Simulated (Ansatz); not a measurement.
Process, species as SMILES: N#N (N2) → 2 N atom
B3LYP-D3(BJ)/def2-TZVP geometries, fixed; electronic energies without zero-point terms.
Largest species:
```xyz
2

N      0.0000     0.0000    -0.5454
N      0.0000     0.0000     0.5454
```
Charge 0, spin multiplicity 1.

Basis-set convergence of the atomisation energy at PBE with Ansatz (a quantum-chemistry and plane-wave program). Cartesian d functions, on some or all atoms, in 6-31+G*; all else is spherical. The program fits the integrals of some runs and decomposes those of others, by size. Open shells are unrestricted. No added dispersion term, no relativity. Functions are those of the species that has most. Reference: the value in aug-cc-pV5Z, 243.72 kcal/mol, itself unsure by roughly 0.10 kcal/mol (its mean distance from pcseg-4, aug-pcseg-3, aug-cc-pVQZ). Deviations are taken from unrounded values.

| basis | functions | atomisation energy (kcal/mol) | minus reference (kcal/mol) |
|---|---|---|---|
| cc-pVDZ | 28 | 237.32 | -6.40 |
| def2-SVP | 28 | 242.72 | -1.00 |
| 6-31+G* | 38 | 235.98 | -7.74 |
| 6-311+G** | 44 | 238.95 | -4.77 |
| 6-311++G(2d,2p) | 54 | 241.08 | -2.63 |
| cc-pVTZ | 60 | 242.95 | -0.76 |
| def2-TZVPP | 62 | 243.05 | -0.67 |
| 6-311++G(3df,3pd) | 78 | 243.37 | -0.34 |
| cc-pVQZ | 110 | 243.64 | -0.08 |
| def2-QZVPP | 114 | 243.00 | -0.72 |
| cc-pV5Z | 182 | 243.52 | -0.19 |

The smallest set listed that lies within 2 kcal/mol of the reference with all its larger relatives (same family, alike in diffuse functions; a set with none counts only in the reference's own line) is def2-SVP (28 functions, -1.00 kcal/mol off). Inside, with no larger relative to test it: 6-311++G(3df,3pd).
